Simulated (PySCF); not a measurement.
Molecule: `O=[PH3]`, H₃OP.

Atoms are numbered as in `[O:1]=[PH3:2]` (H(Xn): hydrogen on atom n).

Geometry PBE0-D3(BJ)/def2-SVP throughout; GIAO in PySCF 2.14, gas phase, one conformer, non-relativistic; equivalent atoms averaged; functional PBE0.

Task: How do the shifts δ (against H2O, H3PO4, TMS at the same level) depend on the basis set? (ppm; last column core-seconds on shared hosts with different chips, so compare them loosely)

Result: 
```csv
basis set,functions,O1,P2,H(P2),core-s
STO-3G,17,10.4,-150.3,3.49,0.72
6-31G,28,7.9,-108.4,6.74,1.3
pcSseg-0,28,16.1,-167.5,7.60,1.2
6-31G*,38,16.5,-46.7,6.95,1.5
def2-SVP,47,30.1,-72.9,6.96,1.5
cc-pVDZ,47,31.6,-69.1,7.05,1.6
pcSseg-1,56,31.3,-78.8,7.06,2.5
aug-cc-pVDZ,77,-2.1,-88.8,7.48,2.4
"6-311+G(2d,p)",80,-2.1,-75.1,7.59,2.5
def2-TZVP,86,9.2,-72.3,7.57,2.7
cc-pVTZ,106,11.0,-76.7,7.38,3.6
IGLO-III,109,4.2,-70.1,7.49,3
pcSseg-2,121,9.2,-72.7,7.31,3
pcSseg-3,247,-0.2,-69.8,7.53,16
```

Task: Which nucleus moves most, in ppm?

Result: P2 (phosphorus bonded to O, 3 H): from -167.5 ppm with pcSseg-0 to -46.7 ppm with 6-31G*. The smallest spread is 4.11 ppm, at H(P2).

Task: Taking the largest basis, pcSseg-3 (247 functions), as the yardstick, rank the others by their worst heavy-atom deviation.

Result: IGLO-III 4.4 ppm (109 functions), 6-311+G(2d,p) 5.2 ppm (80 functions), pcSseg-2 9.3 ppm (121 functions), def2-TZVP 9.4 ppm (86 functions), cc-pVTZ 11.1 ppm (106 functions), aug-cc-pVDZ 19.0 ppm (77 functions), 6-31G* 23.1 ppm (38 functions), def2-SVP 30.2 ppm (47 functions), pcSseg-1 31.5 ppm (56 functions), cc-pVDZ 31.8 ppm (47 functions), 6-31G 38.6 ppm (28 functions), STO-3G 80.5 ppm (17 functions), pcSseg-0 97.6 ppm (28 functions).

A small basis that lands close on one nucleus may do so by chance; judge by the trend and by all nuclei.
